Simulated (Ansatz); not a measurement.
```yaml
crystal:
  periodic: [false, false, false]
  atoms:
    - {symbol: F, position_ang: [1.347863, 1.098390, 0.398127]}
    - {symbol: C, position_ang: [0.431597, -0.007327, 0.414661]}
    - {symbol: Cl, position_ang: [0.386622, -0.892310, 1.970590]}
    - {symbol: C, position_ang: [-0.303327, -0.153244, -0.543153]}
    - {symbol: F, position_ang: [-1.345568, -1.078774, -0.434012]}
    - {symbol: Cl, position_ang: [-0.543933, 0.580505, -1.926966]}
basis:
  gaussian: {orbitals: def2-mTZVPP, fitting: {mean_field: def2-universal-jkfit}, nuclear_model: gaussian}
hamiltonian: {xc: {name: r2SCANh}, dispersion: d3bj}
smearing: {width: 0.1}
output: {forces: true}
```

```sh
$ ansatz run in.yaml --threads 4 --pin off --events-out ev --progress --plain --max-ram 10444MiB
```

Output, abridged:

```
Error: YAML parse error: error: line 13 column 1: unknown field `smearing`, expected one of crystal, accuracy, basis, kpoints, hamiltonian, magnetization, projection, total_charge, correlation, batch, efield, external_charges, scf, relax, neb, saddle, md, ramp, phonons, dielectric, real_time, elastic, magnetic_configurations, gw, evaluate, workflow, output, checkpoint, execution
11 |   gaussian: {orbitals: def2-mTZVPP, fitting: {mean_field: def2-un…
12 | hamiltonian: {xc: {name: r2SCANh}, dispersion: d3bj}
13 | smearing: {width: 0.1}
14 | output: {forces: true}
```

(1) What is wrong with this run?

Results:

(1) The input holds a key that doesn't belong there. The input was rejected before any iteration.
